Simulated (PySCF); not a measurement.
C4H3NO.
SMILES: `C#CC(=O)N=C`

Method used: EOM-IP-CCSD/aug-cc-pVDZ in PySCF, restricted Hartree–Fock reference, frozen core, non-relativistic, gas phase, PBE0-D3(BJ)/def2-SVP geometry.

Hartree–Fock orbital energies give these Koopmans values (eV): HOMO 11.39, HOMO-1 11.47, HOMO-2 11.86, HOMO-3 13.02, HOMO-4 13.74, HOMO-5 15.56, HOMO-6 18.20, HOMO-7 18.51.

Problem. What vertical ionisation energies does EOM-IP-CCSD give?

Solution. 
| leading hole (HF orbital) | Koopmans (eV) | EOM-IP-CCSD (eV) | change (eV) | one-hole share |
| --- | --- | --- | --- | --- |
| HOMO-2 | 11.86 | 10.05 | -1.81 | 0.94 |
| HOMO | 11.39 | 11.14 | -0.25 | 0.95 |
| HOMO-1 | 11.47 | 11.38 | -0.09 | 0.96 |
| HOMO-4 | 13.74 | 11.72 | -2.02 | 0.95 |
| HOMO-3 | 13.02 | 12.81 | -0.21 | 0.95 |
| HOMO-5 | 15.56 | 14.46 | -1.10 | 0.92 |
| HOMO-7 | 18.51 | 16.00 | -2.51 | 0.93 |
| HOMO-6 | 18.20 | 16.57 | -1.63 | 0.92 |

Problem. Does the order of the lines follow the orbital energies?

Solution. No: the HOMO-2 hole (10.05 eV) falls below the HOMO hole (11.14 eV); the HOMO-2 hole (10.05 eV) falls below the HOMO-1 hole (11.38 eV); the HOMO-4 hole (11.72 eV) falls below the HOMO-3 hole (12.81 eV); the HOMO-7 hole (16.00 eV) falls below the HOMO-6 hole (16.57 eV). The corrections run from -2.51 to -0.09 eV, with a mean of -1.20 eV over the 8 lines; no line lies above its Koopmans value.

Problem. At what kinetic energies would He I light (21.22 eV) eject these electrons?

Solution. 11.17 eV (HOMO-2), 10.08 eV (HOMO), 9.84 eV (HOMO-1), 9.50 eV (HOMO-4), 8.41 eV (HOMO-3), 6.76 eV (HOMO-5), 5.22 eV (HOMO-7), 4.65 eV (HOMO-6).

Problem. What total energy has the lowest final state, and which wavelength reaches it?

Solution. E(CCSD) + ionisation energy = -283.36896 + 0.36920 = -282.99976 Eh, at the geometry of the initial state. The threshold wavelength is 1239.84 eV nm/10.05 eV = 123.4 nm.

One root was sought for each valence orbital with −ε under 21 eV, eight at most, so deeper holes and satellites are missing; no vibrational structure.

Conformer computed: `[CH:1]#[C:2][C:3](=[O:4])[N:5]=[CH2:6]`: C2–C3–N5–C6 -121°.

One conformer stands for the species.
